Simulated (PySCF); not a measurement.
Choosing a molecule for a target property.

Species are written as SMILES; each is one conformer at its optimised geometry, gas phase, non-relativistic unless stated; the electronic structure was computed with PySCF and density fitting.

Dipoles, sizes and rotational constants follow the conformer. The torsions of the flexible species, by atom-mapped SMILES:
- `[CH3:1][O:2][c:3]1[cH:4][cH:5][c:6]([O:7][CH3:8])[cH:9][cH:10]1`: C1–O2–C3–C4 180°, C5–C6–O7–C8 0°
- `[CH3:1][CH2:2][CH2:3][CH:4]([CH3:5])[CH3:6]`: C1–C2–C3–C4 -176°, C2–C3–C4–C5 174°
- `[CH2:1]=[CH:2][c:3]1[cH:4][cH:5][c:6]([Si:7]([Cl:8])([Cl:9])[Cl:10])[cH:11][cH:12]1`: C1–C2–C3–C4 7°, C5–C6–Si7–Cl8 -144°
- `[CH3:1][C:2](=[O:3])[O:4][C@@H:5]1[C@H:6]2[CH2:7][C@@H:8]3[C@H:9]2[C@H:10]13`: C1–C2–O4–C5 180°, C2–O4–C5–C6 -80°

The conformers of `O=C[C@@H]1CN[SiH2]C1` aren't listed.

Task: Wanted: static isotropic polarisability between 74 au and 80 au (PBE0/def2-SVPD) and lowest triplet excitation (Tamm–Dancoff) above 5.6 eV (TDA PBE0/def2-SVPD), at PBE0-D3(BJ)/def2-SVP geometries. Which candidate meets both?
A. `COc1ccc(OC)cc1`
B. `C(C)CC(C)C`
C. `C1[C@H]2[C@H]3[C@@H]1[C@H]3[C@@H]2OC(C)=O`
D. `[GaH3-][AsH3+]`
E. `C=CC1=CC=C([Si](Cl)(Cl)Cl)C=C1`
F. `F[PH](F)(F)F`

Result: B. Computed values:
```csv
species,static isotropic polarisability,lowest triplet excitation (Tamm–Dancoff)
F[PH](F)(F)F,27.2 au,8.50 eV
[GaH3-][AsH3+],71.5 au,5.88 eV
C(C)CC(C)C,76.6 au,8.22 eV
C1[C@H]2[C@H]3[C@@H]1[C@H]3[C@@H]2OC(C)=O,91.4 au,5.32 eV
COc1ccc(OC)cc1,105.8 au,3.59 eV
C=CC1=CC=C([Si](Cl)(Cl)Cl)C=C1,166.6 au,3.03 eV
```

Task: Wanted: electronic spatial extent ⟨r²⟩ about the centre of nuclear charge below 500 bohr² (PBE0/def2-SVPD) and lowest singlet excitation above 6 eV (TDDFT PBE0/def2-SVPD), at PBE0-D3(BJ)/def2-SVP geometries. Which candidate meets both?
A. `CCCC(C)C`
B. `c1(ccc(cc1)OC)OC`
C. `F[PH](F)(F)F`
D. `[AsH3+][GaH3-]`
E. `CC(=O)O[C@@H]1[C@H]2C[C@@H]3[C@H]2[C@@H]31`
F. `C=C1C=CC=C(Br)C=C1`

Result: C. Computed values:
| species | electronic spatial extent ⟨r²⟩ about the centre of nuclear charge | lowest singlet excitation |
| --- | --- | --- |
| F[PH](F)(F)F | 396 bohr² | 9.76 eV |
| [AsH3+][GaH3-] | 599 bohr² | 6.24 eV |
| CCCC(C)C | 900 bohr² | 8.43 eV |
| CC(=O)O[C@@H]1[C@H]2C[C@@H]3[C@H]2[C@@H]31 | 1512 bohr² | 5.86 eV |
| c1(ccc(cc1)OC)OC | 1840 bohr² | 4.66 eV |
| C=C1C=CC=C(Br)C=C1 | 2116 bohr² | 2.57 eV |

Task: Wanted: HOMO–LUMO gap between 5.4 eV and 10 eV (PBE0/def2-SVPD) and dipole moment above 3.4 D (PBE0/def2-SVPD), at PBE0-D3(BJ)/def2-SVP geometries. Which candidate meets both?
A. `COc1ccc(cc1)OC`
B. `C=C1C=CC=C(Br)C=C1`
C. `[GaH3-][AsH3+]`
D. `CC(=O)O[C@@H]1[C@H]2C[C@@H]3[C@H]2[C@@H]31`
E. `C=Cc1ccc([Si](Cl)(Cl)Cl)cc1`
F. `F[PH](F)(F)F`

Result: C. Computed values:
```
                                   species  HOMO–LUMO gap  dipole moment
                        C=C1C=CC=C(Br)C=C1        3.59 eV         1.24 D
               C=Cc1ccc([Si](Cl)(Cl)Cl)cc1        5.21 eV         3.19 D
                            COc1ccc(cc1)OC        5.55 eV         0.00 D
                            [GaH3-][AsH3+]        7.39 eV         3.59 D
CC(=O)O[C@@H]1[C@H]2C[C@@H]3[C@H]2[C@@H]31        7.71 eV         2.19 D
                              F[PH](F)(F)F       11.09 eV         1.55 D
```

Task: Wanted: vertical ionisation energy between 8 eV and 9 eV (ΔSCF PBE0/def2-SVPD) and HOMO energy above -7.7 eV (PBE0/def2-SVPD), at PBE0-D3(BJ)/def2-SVP geometries. Which candidate meets both?
A. `F[PH](F)(F)F`
B. `COc1ccc(OC)cc1`
C. `[GaH3-][AsH3+]`
D. `[C@@H]1(C[SiH2]NC1)C=O`
E. `CCCC(C)C`
F. `CC(=O)O[C@@H]1[C@H]2C[C@@H]3[C@H]2[C@@H]31`

Result: D. Computed values:
```csv
species,vertical ionisation energy,HOMO energy
COc1ccc(OC)cc1,7.56 eV,-5.84 eV
[C@@H]1(C[SiH2]NC1)C=O,8.66 eV,-6.76 eV
CC(=O)O[C@@H]1[C@H]2C[C@@H]3[C@H]2[C@@H]31,9.27 eV,-7.44 eV
[GaH3-][AsH3+],10.09 eV,-7.91 eV
CCCC(C)C,10.57 eV,-8.75 eV
F[PH](F)(F)F,13.67 eV,-10.90 eV
```
